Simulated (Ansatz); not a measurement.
Relaxation of BH$_{2}$O (4 atoms, charge 0, multiplicity 2), to a largest force component of 0.02 eV/Å in at most 50 steps.

The calculation used UKS BLYP/STO-3G in Ansatz.

```xyz
4
Properties=species:S:1:pos:R:3:forces:R:3
B -0.015 -0.035 -0.029 3.03 0.16 1.05
O 1.124 -0.348 0.723 -4.91 -1.01 -0.88
H -1.110 -0.568 0.128 1.02 -0.06 0.40
H 2.060 -0.266 1.033 0.86 0.90 -0.56
```

**Question.** Where does it end, and by what steps?

**Answer.** The forces met the threshold. Limits of this set-up: minimal basis. After 7 steps the energy has fallen by 1.089 eV; O2 moved furthest, 0.31 Å.

| step | energy less start (eV) | largest force component (eV/Å) | accepted |
| --- | --- | --- | --- |
| 0 | 0.0000 | 4.912 | yes |
| 1 | -0.4433 | 1.767 | yes |
| 2 | -0.7909 | 2.297 | yes |
| 3 | -0.9642 | 1.117 | yes |
| 4 | -1.0671 | 0.978 | yes |
| 5 | -1.0881 | 0.115 | yes |
| 6 | -1.0882 | 0.135 | yes |
| 7 | -1.0889 | 0.014 | yes |

```xyz
4
Properties=species:S:1:pos:R:3
B 0.101 -0.023 0.057
O 1.014 -0.584 0.900
H -0.990 -0.496 0.083
H 1.934 -0.115 0.814
```

Whether the end is a true minimum wasn't checked by a vibrational analysis.

The run took 9.8 s on 1 thread of Intel(R) Xeon(R) Processor @ 2.50GHz (Skylake/Cascade Lake), on a shared host, peak memory 0.11 GiB.
